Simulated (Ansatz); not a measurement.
# C5H5N, SMILES C#CC(=C)C=N: a ranking of conformers

Program: Ansatz 0.2.0 through its Python package.

Typed at the interpreter:
```pycon
>>> import ansatz as az
>>> from rdkit import Chem
>>> from rdkit.Chem import AllChem
>>> rd = Chem.AddHs(Chem.MolFromSmiles("C#CC(=C)C=N"))
>>> ids = list(AllChem.EmbedMultipleConfs(rd, numConfs=20, randomSeed=312, pruneRmsThresh=0.4))
>>> field = [energy for _, energy in AllChem.MMFFOptimizeMoleculeConfs(rd)]
>>> distinct = {round(e, 2): i for i, e in zip(ids, field)}
>>> chosen = sorted(distinct.items())[:5]
>>> found = []
>>> for force_field, index in chosen:
...     molecule = az.Crystal.molecule()
...     for atom, xyz in zip(rd.GetAtoms(), rd.GetConformer(index).GetPositions()):
...         molecule = molecule.atom(atom.GetSymbol(), xyz.round(5).tolist())
...     job = molecule.calculation().basis(gaussian="6-31G*").correlation("MP2")
...     found.append(job.run(threads=1).report["free_energy_ev"])
...
>>> print("conformer   MMFF (kcal/mol)   this level (eV)")
conformer   MMFF (kcal/mol)   this level (eV)
>>> for (force_field, index), e in zip(chosen, found):
...     print(f"{index:9d} {force_field - chosen[0][0]:17.2f} {(e - min(found)):17.3f}")
...
        0              0.00             0.000
        1              2.06             0.121
```

Reading the output:
- The settings weren't tested for convergence.
- The conformers keep their force-field geometries.
- Finished in 3.7 s on 1 thread of Arm Neoverse V2 (shared host), peak memory 0.33 GiB.
